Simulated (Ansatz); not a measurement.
## Worked example: building the atomization energy of OF$_{2}$, singlet

Measured: the G2/97 heats of formation, with zero-point and thermal terms from B3LYP taken off, give an electronic atomization energy of 92.9 kcal/mol (Curtiss et al., J. Chem. Phys. 106, 1063 (1997); Staroverov et al., J. Chem. Phys. 119, 12129 (2003)). The calculation below tries to reproduce it.

Geometry (MP2(full)/6-31G*, from the G2/97 set):

```xyz
3

F     0.0000    1.1106   -0.2636
O     0.0000    0.0000    0.6260
F     0.0000   -1.1106   -0.2636
```

Atomization energies (atoms less molecule, kcal/mol) from Ansatz 0.2.0, frozen cores, restricted molecule, unrestricted atoms (their steps beyond CCSDT(Q) from restricted open-shell runs), sets cc-pVDZ, cc-pVTZ, cc-pVQZ:

| level | DZ | TZ | QZ |
| --- | --- | --- | --- |
| HF | -51.71 | -43.43 | -43.32 |
| CCSD(T) | 67.30 | 84.34 | 88.72 |
| CCSDT | 67.50 | 83.96 | – |
| CCSDT(Q) | 69.06 | 85.54 | – |
| CCSDTQ | 68.84 | – | – |

Problem. Extrapolate Hartree–Fock with exp(−5.46 √X) and the CCSD(T) correlation part with X⁻³ (X = 3, 4), add each higher step from the largest set that has it, and compare with the measured value.

Solution. Hartree–Fock: -43.32 + (-43.32 − -43.43) × 0.301 = -43.29.
Correlation: TZ 127.77, QZ 132.04; (64 × 132.04 − 27 × 127.77) / 37 = 135.16.
Full triples (TZ): 83.96 − 84.34 = -0.38.
(Q) (TZ): 85.54 − 83.96 = 1.58.
Full quadruples (DZ): 68.84 − 69.06 = -0.22.
Sum: 92.9 kcal/mol, 0.0 below the measured 92.9.

The steps beyond CCSD(T) add 0.98 kcal/mol, while going from QZ to the limit adds 3.15. Core correlation, scalar relativity, spin–orbit terms and the relaxation from this MP2 geometry are missing from the sum, and the measured value has its own uncertainty.
